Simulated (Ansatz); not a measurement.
A made-up structure of CH2BSi, doublet:

```tsv
atom	x (Å)	y (Å)	z (Å)
B1	-0.3675	-0.6989	1.3014
C2	-0.5499	-0.5420	-0.1278
Si3	0.6837	0.6190	0.3842
H4	1.0404	1.1562	1.6493
H5	1.3438	1.5418	-0.5856
```

It is relaxed with PBE-D4/def2-SVP and then PBE0-D4/def2-TZVP (Ansatz 0.2.0). Atoms count as bonded within 1.22 times the sum of their covalent radii (H–H: 0.88 Å). The end point is not checked to be a true minimum.

(1) Does its bonding change? (Judge from chemistry; the calculation decides.)

Results:

(1) Computed: Yes. Formed: none; broken: B1–Si3.

Where it ends: The first stage lowers the energy by 0.66 eV in 16 steps. It ends as CH₂BSi ([B][C][SiH2]):
```
5
angstrom
B -1.1181 -1.4360 0.7482
C -0.2529 -0.4013 0.6234
Si 0.8176 0.8781 0.4684
H 1.4644 1.5713 1.6073
H 1.2396 1.4639 -0.8259
```

Labels in which every atom is bracketed show which atoms are joined, not bond orders.

For scale, one of the runs: PBE0-D4/def2-TZVP relaxation, 111 basis functions, launched by `ansatz run in.yaml --threads 2 --pin off --events-out ev --progress --plain --max-ram 4352MiB`. The run took about 8.5 s on 2 CPU threads of an Intel Xeon 6975P-C (shared host).
